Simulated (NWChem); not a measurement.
Molecule: tetrafluoroethylene (C2F4); SMILES FC(=C(F)F)F

```xyz
6

F      1.1088    -1.3867     0.0000
C      0.0000    -0.6629     0.0000
F     -1.1088    -1.3867     0.0000
C      0.0000     0.6629     0.0000
F     -1.1088     1.3867     0.0000
F      1.1088     1.3867     0.0000
```
Atoms are numbered in this order, from 1.

Level: B3LYP/6-31G* (spherical d) (NWChem), optimised geometry, unscaled harmonic frequencies. B3LYP is NWChem's, with the RPA form of VWN correlation.

Question: List the harmonic frequencies with IR intensities, and the thermochemistry.

Answer: 
```tsv
frequency (cm⁻¹)	IR intensity (km/mol)
196	0.0
204	4.8
391	0.0
421	4.0
508	0.0
545	1.6
547	0.0
799	0.0
1202	352.6
1363	375.5
1372	0.0
1927	0.0
```

```json
{
  "zero_point_energy": "13.5 kcal/mol",
  "thermal correction to the enthalpy at 298.15 K (with zero-point energy)": "17.4 kcal/mol",
  "heat capacity Cv": "17.2 cal/(mol K)",
  "entropy at 298.15 K and 1 atm (symmetry number 4)": "71.7 cal/(mol K)",
  "dipole_moment": "0.00 D"
}
```

Rigid rotor and harmonic oscillator.
